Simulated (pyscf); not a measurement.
Four-centre exchange: H₃Si–PH₂ + PH₃ → H₂P–SiH₂–PH₂ + H₂

Gas phase, singlet surface, charge 0. Bonds broken: Si2–H5, P8–H9. Bonds formed: Si2–P8, H5–H9. Optimised with ωB97X-D3(BJ)/def2-SVP in PySCF.

Transition state (Å):

```xyz
11

P     -1.0785    -1.9423    -0.3346
Si    -0.4173     0.1913    -0.1031
H     -0.3074    -2.4212     0.7632
H     -0.1299    -2.2726    -1.3411
H     -0.8098     0.3562    -1.7528
H     -0.5008     0.3447     1.4003
H      0.9332     0.7310    -0.4334
P     -2.2174     2.1655    -0.1188
H     -1.3927     1.1007    -1.1876
H     -2.7996     1.2853     0.8319
H     -1.2189     2.6875     0.7460
```

One imaginary mode, 1583i cm⁻¹; descent along it reached the two sides named.

```
bond    change  reactant side (Å)  saddle  product side
------  ------  -----------------  ------  ------------
Si2–H5  breaks              1.491   1.704           3.7
P8–H9   breaks              1.425   1.719           3.1
Si2–P8   forms                4.2     2.7         2.254
H5–H9    forms                2.8   1.102         0.761
```

Electronic energies relative to the separated reactants (kJ/mol):

| level | barrier | reaction energy | reverse barrier |
|---|---|---|---|
| ωB97X-D3(BJ)/def2-TZVP | 270.9 | -13.6 | 284.5 |
| PBE/def2-TZVP | 235.5 | -4.4 | 239.8 |
| r²SCAN/def2-TZVP | 247.9 | -5.5 | 253.4 |
| B3LYP-D3(BJ)/def2-TZVP | 266.2 | -1.3 | 267.5 |
| PBE0-D3(BJ)/def2-TZVP | 246.2 | -7.3 | 253.5 |
| M06-2X/def2-TZVP | 276.4 | -2.6 | 279.0 |
| ωB97M-D3(BJ)/def2-TZVP | 276.3 | +3.4 | 272.8 |
| HF/def2-TZVP | 377.0 | +30.3 | 346.7 |

With ωB97M-D3(BJ)/def2-TZVP energies and thermal terms (ideal gas, 1 atm, RRHO with modes under 100 cm⁻¹ raised to 100, one conformer, R ln 2 for chiral ones without a mode under 150 cm⁻¹), in kJ/mol:

```
T (K)    ΔH‡    ΔG‡     ΔH     ΔG
-----  -----  -----  -----  -----
298    272.6  317.8   -2.3   +7.3
600    274.2  363.2   +3.7  +14.6
900    277.4  407.1   +7.8  +19.1
1200   280.8  449.8  +10.4  +22.4
```

At the saddle there is also a short H–Si contact that neither side keeps. This is the saddle that the search found; another between the same sides may lie lower.
